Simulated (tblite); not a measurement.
Compound: C₄H₈N (doublet state).
SMILES with atom numbers: `[CH3:1]/[C:2]=[N:3]/[CH2:4][CH3:5]` (hydrogens: H6, H7, H8 on C1; H9, H10 on C4; H11, H12, H13 on C5)

Computed geometry: GFN2-xTB, gas phase. This method treats the open shell by occupation alone, without spin polarisation.

(1) List the bond lengths, angles and torsions at this level.

## Answers

(1) 
```json
{"bond": "C1–C2", "length (pm)": "147.1"}
{"bond": "C2=N3", "length (pm)": "123.7"}
{"bond": "N3–C4", "length (pm)": "142.8"}
{"bond": "C4–C5", "length (pm)": "152.8"}
{"bond": "C1–H6, C1–H7, C1–H8", "length (pm)": "109.1"}
{"bond": "C4–H9, C4–H10", "length (pm)": "109.6"}
{"bond": "C5–H11, C5–H12, C5–H13", "length (pm)": "108.7"}
```

Bonds in one row agree within 1 pm and their mean is given. A selection of angles:
```json
{"angle": "C2–C1–H6", "degrees": "112.9"}
{"angle": "C2–C1–H7", "degrees": "109.1"}
{"angle": "H6–C1–H7", "degrees": "109.2"}
{"angle": "H7–C1–H8", "degrees": "107.7"}
{"angle": "C1–C2–N3", "degrees": "127.9"}
{"angle": "C2–N3–C4", "degrees": "128.6"}
{"angle": "N3–C4–C5", "degrees": "115.0"}
{"angle": "N3–C4–H9", "degrees": "106.8"}
{"angle": "C5–C4–H9", "degrees": "110.2"}
{"angle": "H9–C4–H10", "degrees": "107.5"}
{"angle": "C4–C5–H11", "degrees": "110.1"}
{"angle": "H11–C5–H12", "degrees": "109.2"}
{"angle": "H12–C5–H13", "degrees": "108.5"}
```

Torsions: C1–C2–N3–C4 180° (antiperiplanar); C2–N3–C4–C5 -2° (synperiplanar). The mirror-image conformer, all signs reversed, is as good.

Of the pairs four or more bonds apart, C2···H13 is among the closest relative to their van der Waals radii: 2.85 Å, 98 % of the sum of Bondi's values. The 2 C–N bonds span 1.237 Å (C2=N3, drawn double) to 1.428 Å (N3–C4, drawn single), a spread of 0.191 Å. The 2 C–C bonds span 1.471 Å (C1–C2, drawn single) to 1.528 Å (C4–C5, drawn single), a spread of 0.057 Å. The 5 heavy atoms lie in one plane (0.007 Å rms).

Point group: near Cs, missed by 0.16 Å at most; the miss may be what the optimiser left on a soft mode. Its GFN2-xTB frequencies are all real (lowest 71 cm⁻¹). 3 starts were optimised and ended at 0.00, 3.38 and 3.87 kcal/mol (GFN2-xTB); the lowest of these is shown.
